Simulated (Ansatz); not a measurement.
One change: `NC(N)(F)S` becomes `NC(F)S`.

Ansatz, PBE0-D4/def2-TZVP geometries, multiplicity 1. Each molecule was computed in one conformer, which needn't be the lowest.

```json
{"property": "zero-point energy (PBE0-D4/def2-TZVP) / kJ/mol", "`NC(N)(F)S`": "192.3"}
{"property": "LUMO energy (B3LYP/def2-TZVPP) / eV", "`NC(N)(F)S`": "0.09"}
{"property": "size of the dipole moment (B3LYP/def2-TZVPP) / D", "`NC(N)(F)S`": "1.96"}
{"property": "HOMO–LUMO gap (PBE0/def2-TZVPP) / eV", "`NC(N)(F)S`": "7.61"}
{"property": "HOMO energy (PBE/def2-TZVPP) / eV", "`NC(N)(F)S`": "-5.87"}
{"property": "HOMO–LUMO gap (PBE/def2-TZVPP) / eV", "`NC(N)(F)S`": "5.23"}
```

Task: Give the same properties after the change, and the shifts. (An estimate is asked.)

Result: Ansatz gave: 
```
                                        property  `NC(F)S`  shift
  zero-point energy (PBE0-D4/def2-TZVP) / kJ/mol     148.3  -44.0
             LUMO energy (B3LYP/def2-TZVPP) / eV     -0.16  -0.25
size of the dipole moment (B3LYP/def2-TZVPP) / D      1.97   0.01
            HOMO–LUMO gap (PBE0/def2-TZVPP) / eV      7.48  -0.13
               HOMO energy (PBE/def2-TZVPP) / eV     -6.02  -0.15
             HOMO–LUMO gap (PBE/def2-TZVPP) / eV      5.23   0.00
```

With PBE0 the HOMO falls by 0.11 eV and the LUMO falls by 0.23 eV, so the gap narrows by about 0.12 eV. PBE moves the HOMO by -0.15 eV and ωB97M-V by -0.10 eV. The zero-point energy changes by -44.0 kJ/mol with -6 modes. Dipoles are sizes alone; their direction can turn.

Positive LUMOs are unbound, so they and the gaps depend on the basis.

B3LYP here is the variant with VWN-RPA as its local correlation; programs differ in this.
